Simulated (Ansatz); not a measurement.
Correlation energies of `C=C(C)CF` by basis set

```xyz
12

C     0.2603   -1.0038   -1.1405
C     0.0157   -0.1344   -0.1696
C    -1.2130    0.7143   -0.1021
C     0.9658    0.0764    0.9636
F     2.0876   -0.7140    0.8722
H    -0.4423   -1.1420   -1.9541
H     1.1656   -1.5970   -1.1470
H    -1.7744    0.5266    0.8192
H    -1.8717    0.5182   -0.9480
H    -0.9592    1.7796   -0.1061
H     0.4727   -0.1476    1.9181
H     1.2930    1.1236    0.9942
```

The species carries charge 0 and has multiplicity 1. All single points use the PBE0-D4/def2-TZVP geometry. It is one conformer, not always the lowest. Frozen core, restricted reference, Ansatz 0.2.0. CBS rows extrapolate triple and quadruple zeta; past MP2 they add the triple-zeta difference.

```
     basis     HF (Eh)  MP2 corr.  CCSD corr.       (T)  CCSD(T) total
  def2-SVP  -254.76810   -0.73281    -0.78457  -0.02249     -255.57516
def2-TZVPP  -255.06569   -0.91887    -0.95867  -0.03707     -256.06143
def2-QZVPP  -255.07720   -0.98570           –         –              –
 CBS(def2)  -255.07878   -1.03521    -1.07501     as TZ     -256.19086
```
